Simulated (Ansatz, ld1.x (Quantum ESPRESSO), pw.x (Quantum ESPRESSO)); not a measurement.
## What a changed setting does to a pw.x run (fcc Nb)

Potential: PAW, ld1.x (Quantum ESPRESSO) 7.5, LDA (PW92); core [Ar] 3d10, reference 4s2 4p6 4d4 5s1 5p0; waves: 4s (bound): rcut 1.70, rcutus 2.20 bohr; 5s (bound): rcut 1.70, rcutus 2.20 bohr; 4p (bound): rcut 1.75, rcutus 1.90 bohr; 5p (bound, empty): rcut 1.75, rcutus 1.90 bohr; 4d (bound): rcut 1.40, rcutus 1.50 bohr; 4d channel at 2.65 Ry: rcut 1.40, rcutus 1.50 bohr; local part: all-electron potential smoothed inside 2.05 bohr (lloc = -2); core correction: Bessel-smoothed model core, default radius (core density twice the valence density); augmentation: PSQ, inside the norm-conserving radii.

The reference run (k-mesh 14³, cutoffs 70/560 Ry, Fermi–Dirac 0.01 Ry, mixing_beta 0.4, conv_thr 1e-9, no spin) gives 1.74 GPa at 17.697 Å³/atom, where all-electron LAPW gives 0.54 GPa. This run, with its own iteration cap, changes k-mesh points per axis to 3.

```
&control
  calculation='scf', prefix='x', pseudo_dir='./', outdir='./tmp', tstress=.true., disk_io='none'
/
&system
  ibrav=0, nat=1, ntyp=1, ecutwfc=70, ecutrho=560, nbnd=14,
  occupations='smearing', smearing='fd', degauss=0.01
/
&electrons
  conv_thr=1e-09, mixing_beta=0.4, electron_maxstep=50
/
ATOMIC_SPECIES
Nb 1.0 Nb.UPF
CELL_PARAMETERS angstrom
  0.00000000 2.06834613 2.06834613
  2.06834613 0.00000000 2.06834613
  2.06834613 2.06834613 0.00000000
ATOMIC_POSITIONS crystal
Nb 0.0000 0.0000 0.0000
K_POINTS automatic
3 3 3 0 0 0
```

```bash
pw.x < Nb.scf.in > Nb.scf.out
```

Task: How does the run end?

Result: It converges in 12 iterations; the free energy moves by +398.2 meV/atom and the pressure by +9.79 GPa.

```
Message from routine setup:
     using ibrav=0 with symmetry is DISCOURAGED, use correct ibrav instead
     lattice parameter (alat)  =       5.5276  a.u.
     unit-cell volume          =     119.4253 (a.u.)^3
     number of electrons       =        13.00
     number of Kohn-Sham states=           14
     kinetic-energy cutoff     =      70.0000  Ry
     charge density cutoff     =     560.0000  Ry
     scf convergence threshold =      1.0E-09
     Exchange-correlation= SLA  PW   NOGX NOGC
     number of k points=     4  Fermi-Dirac smearing, width (Ry)=  0.0100
     iteration #  1     ecut=    70.00 Ry     beta= 0.40
     total energy              =    -326.03171170 Ry
     estimated scf accuracy    <       0.10749447 Ry
     iteration #  2     ecut=    70.00 Ry     beta= 0.40
     total energy              =    -326.03524772 Ry
     estimated scf accuracy    <       0.01299627 Ry
     iteration #  3     ecut=    70.00 Ry     beta= 0.40
     total energy              =    -326.03728790 Ry
     estimated scf accuracy    <       0.00052113 Ry
     [... 6 iterations left out ...]
     iteration # 10     ecut=    70.00 Ry     beta= 0.40
     total energy              =    -326.03750878 Ry
     estimated scf accuracy    <       0.00000015 Ry
     iteration # 11     ecut=    70.00 Ry     beta= 0.40
     total energy              =    -326.03750879 Ry
     estimated scf accuracy    <       0.00000002 Ry
     iteration # 12     ecut=    70.00 Ry     beta= 0.40
     the Fermi energy is    18.3572 ev
!    total energy              =    -326.03750880 Ry
     estimated scf accuracy    <          4.8E-11 Ry
     smearing contrib. (-TS)   =      -0.01570477 Ry
     The total energy is F=E-TS. E is the sum of the following terms:
     one-electron contribution =     -12.28850167 Ry
     hartree contribution      =      15.31483230 Ry
     xc contribution           =     -71.04240374 Ry
     ewald contribution        =     -99.11991004 Ry
     one-center paw contrib.   =    -158.88582088 Ry
     convergence has been achieved in  12 iterations
          total   stress  (Ry/bohr**3)                   (kbar)     P=      115.25
     Message from routine punch:
     Nothing written, as per user request (disk_io='none')
```

The run took about 4.6 s on one core of a shared host (Neoverse-V1, 32 threads, 126 GiB, load 17).
